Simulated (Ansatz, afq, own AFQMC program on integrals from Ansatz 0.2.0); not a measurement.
**CHSi⁺, triplet: AFQMC among the cluster methods**

```xyz
3

Si    0.0000   -0.0832    0.5272
C     0.0000    0.0762   -1.3058
H     0.0000    1.4109    0.8685
```

Connectivity, by distances: SiH–C.

Basis cc-pVDZ. Only valence electrons are correlated. Ansatz 0.2.0 and our own AFQMC program on the same integrals; the CISD trial comes from CCSD amplitudes, and released means the phaseless constraint is let go. Uncertainties: one standard error, sampling alone.

Determinant: ROHF, the one that the program's search chose, which needn't be the lowest solution. The geometry is a PBE0/def2-TZVP stationary point of this or a neighbouring charge and spin state.

No full CI on the walks' own integrals is used here; CCSDTQ serves as the reference and is uncertain by about the last step of the cluster series.

Cautions: lower spins were not checked; a spin-contaminated unrestricted determinant lies lower (UHF 727 meV lower, ⟨S²⟩ 2.77); strong correlation (T1 0.077, weight of the determinant 0.78, largest double 0.17); released walk and highest rung disagree (by 13 meV at 2.40 1/Eh).

The T1 diagnostic is 0.0771, the weight of the determinant in the CISD state is 0.785 and the size of the correlated space is 8 electrons in 31 orbitals.

| level | correlation energy (eV) |
| --- | --- |
| MP2 | -3.9251 |
| CCSD | -5.1644 |
| CCSD(T) | -5.4590 |

Q: Estimate where phaseless AFQMC with a CISD trial lies against CCSD(T) on the same integrals.

A: 2.4 ± 0.4 kJ/mol below CCSD(T).

Reference: CCSDTQ, correlation energy -5.553 eV. The released energy is read at 2.40 1/Eh (meV from the phaseless value at times in 1/Eh: -16 ± 4 at 0.24, -24 ± 4 at 0.51, -43 ± 4 at 0.99, -56 ± 7 at 1.62, -55 ± 5 at 2.40). The cautions show a poor starting determinant, so the rows tell how each method copes with it here, and CCSDTQ is near closed.

```
         level  E − E(reference) (kJ/mol)  share of correlation (%)
       CCSD(T)                        9.0                     98.31
         CCSDT                        2.5                     99.53
      CCSDT(Q)                        0.0                     99.99
 ph-AFQMC/CISD                  6.6 ± 0.4                     98.77
released AFQMC                  1.3 ± 0.4                     99.76
```

CCSDT and higher add their correlation energy to the determinant of the CCSD(T) run, since their own runs factorise the integrals more tightly (a shift of under 2 meV). A walk keeps the symmetry of its determinant, which the program's search chose and which needn't be the lowest solution, so a lower state of the same spin and another symmetry isn't excluded. Released energies are given only where the last usable release times agree within the noise; a slower fall can still hide under it.
